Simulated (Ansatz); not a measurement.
System: diamond. Method: r²SCAN+rVV10 (plane waves, PAW; Ansatz, a program for electronic structure).

Settings: plane-wave cutoff 600 eV, 18×18×18 k mesh, finite displacements, scalar-relativistic PAW data made under PBE.

Computed at the level's own relaxed cell.

Harmonic phonon frequencies (cm⁻¹; i marks an imaginary mode):

| q point | frequencies |
|---|---|
| Γ | 0 0 0 1326 1326 1326 |
| X | 800 800 1081 1081 1226 1226 |
| L | (withheld) |

Problem. Some entries are withheld; supply them.

Solution. 
- L, frequencies: 559 559 1064 1225 1225 1284

Measured, for comparison: zone-centre TO phonon frequency 1333 cm⁻¹ (low temperature, zero-point motion not removed; as tabulated in Kunc et al. (2003), arXiv:cond-mat/0304692). Computed (rounded) less measured: zone-centre TO phonon frequency -0.5 %.

No imaginary mode appears at these points.
